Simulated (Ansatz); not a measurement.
# CHOSi (doublet): correlated methods under varied settings

One table from this session's results is given with a row withheld; the runs are named, their logs left out.

Program: Ansatz 0.2.0, Gaussian basis. Level of theory: the settings change from run to run. These are calculated values, not measurements.

23 further runs of the same task are left out: 11 that didn't finish, 12 set aside as unsound or not needed. Runs told in other sessions of the task aren't counted.

### What is computed

The geometry is a PBE0/def2-TZVP stationary point (not a proven minimum).

4 atoms, charge 0, spin multiplicity 2.

Atoms are counted from 1 here; the program's logs count them from 0.

Bond lengths: C1–O2 1.127 Å, Si3–H4 1.529 Å.

Set-up of the first run:

Contents of in.yaml:

```yaml
crystal:
  periodic: [false, false, false]
  atoms:
    - {symbol: C, position_ang: [0.000000, -0.024020, 2.154831]}
    - {symbol: O, position_ang: [0.000000, 0.064782, 1.031260]}
    - {symbol: Si, position_ang: [0.000000, -0.078311, -1.463067]}
    - {symbol: H, position_ang: [0.000000, 1.439987, -1.279434]}
basis:
  gaussian: {orbitals: cc-pVDZ}
magnetization: {spin_polarized: false, initial_magnetization: 1}
correlation: {method: bccd, electrons: valence}
```

Launch:

```sh
$ ansatz run in.yaml --threads 1 --pin off --events-out ev --progress --plain --max-ram 2393MiB
```

Steps of the session up to this table: BCCD on ROHF/cc-pVDZ; BCCD(T) on UHF/cc-pVDZ; BCCD on UHF/cc-pVDZ; CCSD on ROHF/cc-pVDZ.

One of the session's tables, all rows but one given; the rest of the session is left out.

```
                 level  from UCCSDT(Q) (meV)
  BCCD on ROHF/cc-pVDZ                 447.1
BCCD(T) on UHF/cc-pVDZ                     ?
   BCCD on UHF/cc-pVDZ                 446.8
  CCSD on ROHF/cc-pVDZ                 412.5
```

**Question.** Estimate the row for BCCD(T) on UHF/cc-pVDZ.

**Answer.** from UCCSDT(Q) (meV): 54.9. In the column «from UCCSDT(Q) (meV)» it is the lowest.

To keep in mind: Where basis and cores are those of an earlier UCCSDT(Q)/cc-pVDZ run (-10954.7255 eV), and the records show the same count of frozen orbitals and kind of state, the miss against it is given; a blank cell means that this couldn't be shown.
